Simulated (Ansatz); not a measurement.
System: Si2H6, charge 0, multiplicity 1. SMILES: [SiH3][SiH3]
Structure (B3LYP-D3(BJ)/def2-TZVP (Ansatz, a quantum-chemistry and plane-wave program) minimum search):
```xyz
8

Si     0.0002    -0.0110     1.1721
Si    -0.0002     0.0110    -1.1721
H     -0.0004     1.3752     1.6997
H     -1.2040    -0.7120     1.6803
H      1.2055    -0.7108     1.6798
H      0.0004    -1.3752    -1.6997
H     -1.2055     0.7108    -1.6798
H      1.2040     0.7120    -1.6803
```
Charge 0, spin multiplicity 1.

Quantity: vertical ionisation energy (to the doublet state of charge +1; each state is the SCF solution reached for its spin; the molecule has degenerate orbitals, so one determinant may break the symmetry), in eV. Correlated levels leave the core frozen unless marked. UHF or UKS for open shells. Spin-orbit coupling is left out. Non-relativistic. Basis-set limits of correlation are two-point, X^-3; Hartree-Fock from the larger set. The bracket is a focal-point correction in the basis named.

```json
[
 {"level": "HF/def2-SVPD", "program": "Ansatz", "vertical ionisation energy (eV)": "9.87"},
 {"level": "HF/def2-TZVPPD", "program": "Ansatz", "vertical ionisation energy (eV)": "9.78"}
]
```

Question: Estimate the value at RI-MP2/CBS(def2-TZVPPD,def2-QZVPPD)+[CCSD(T)-MP2]/def2-TZVPPD as computed with Ansatz.

Answer: 10.72 eV
